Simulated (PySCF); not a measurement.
SiH4, SMILES [SiH4]. Coordinates come from a B3LYP-D3(BJ)/def2-TZVPD optimisation. The isomer is the one that the SMILES or the coordinates give; other isomers of the formula were not compared.

PySCF with TDDFT-B3LYP/def2-TZVPD puts the lowest singlet excitations at 8.88, 8.88, 8.88, 9.00, 9.00, 9.00 eV.

Question: What are the lowest excitation roots from ADC(2)/aug-cc-pVDZ (PySCF 2.14.0)? (An estimate is asked for; the answer gives what the named calculation found.)

Answer: 9.50, 9.50, 9.50, 9.61, 9.61, 9.61 eV. S1 differs by 0.62 eV (second minus first; roots are paired by order, and the bases may differ).
